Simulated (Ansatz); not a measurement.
# 2H MoTe2: static dielectric constant by level of theory

No measured value is used here.

| level (code) | value | cell (Å³/atom) |
|---|---|---|
| PBE (Ansatz) | [?] | 28.00 |
| PBE-D3(BJ) (Ansatz) | 19.4 | 24.17 |
| PBE-D4 (Ansatz) | 19.3 | 24.29 |

Task: What belongs in the gaps?

Result: 
- PBE (Ansatz, a program for electronic structure), value: 15.4

For crystals that are not cubic the mean over three axes is given.  PBE: the cell comes from a level without a dispersion term, which matters for the spacing of layers, chains or molecules. PBE-D3(BJ), PBE-D4: the dispersion coefficients are held fixed in the derivatives. Each level is taken at its own relaxed cell. Ansatz's density-functional and Hartree–Fock values are scalar-relativistic unless marked +SOC, with PAW data made under PBE.
